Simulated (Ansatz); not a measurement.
A nudged elastic band was laid between two geometries of C2H3Si (6 atoms, charge 0, multiplicity 2).

Method: UKS PBE0/6-31G* in Ansatz 0.2.0.

* movable images: 7
* climbing image: yes
* spring: 0.5 eV/Å²
* optimiser: quadratic models (default)
* start path: through a guess of the saddle point
* force threshold: 0.05 eV/Å
* iteration limit: 60
* end points: relaxed

First end point:

```xyz
6
Properties=species:S:1:pos:R:3
C -0.659 -1.595 -0.218
C -0.265 -0.451 -0.081
Si 0.154 1.298 0.084
H -0.977 -2.609 -0.333
H 1.167 1.720 -0.921
H 0.579 1.636 1.469
```

Last end point:

```xyz
6
Properties=species:S:1:pos:R:3
C -0.452 -1.299 -0.340
C -0.115 -0.089 -0.141
Si -0.395 1.704 0.375
H -0.678 -2.329 -0.511
H 0.806 0.329 -0.670
H 0.833 1.684 1.288
```

Q: What changes between the two ends?

A: Bonds broken: Si3–H5. Bonds formed: C2–H5.

Q: Give the energies along the band, and the barrier.

A: The forces met the threshold. The highest image is number 6 of 0 to 8, 46.8 kcal/mol above the first end and 6.5 kcal/mol above the last; the last end lies 40.3 kcal/mol above the first. Another band between the same ends (7 images) ends at a top of the same energy, where a vibrational analysis finds 1 clearly imaginary mode.

```
image  path coordinate (Å)  energy (kcal/mol)  Si3–H5 (Å)  C2–H5 (Å)
    0                 0.00                0.0        1.49       2.73
    1                 0.29                0.7        1.49       2.66
    2                 0.58                2.9        1.49       2.57
    3                 0.88                7.1        1.48       2.42
    4                 1.17               16.8        1.48       2.14
    5                 1.46               34.0        1.52       1.81
    6                 1.76               46.8        1.64       1.47
    7                 2.09               41.2        1.90       1.19
    8                 2.42               40.3        2.10       1.14
```

Q: What is the geometry of the highest image?

A: 
```xyz
6
Properties=species:S:1:pos:R:3:forces:R:3
C -0.494 -1.333 -0.274 0.02 0.00 -0.01
C -0.302 -0.129 0.003 -0.01 -0.01 0.01
Si -0.056 1.692 0.142 0.00 0.01 -0.01
H -0.622 -2.368 -0.509 -0.01 0.00 0.00
H 0.723 0.582 -0.782 0.00 0.00 0.00
H 0.751 1.556 1.420 0.00 0.00 0.00
```

The run took 4.1 min on 1 thread of Intel(R) Xeon(R) Processor @ 2.70GHz (shared host), peak memory 0.14 GiB.
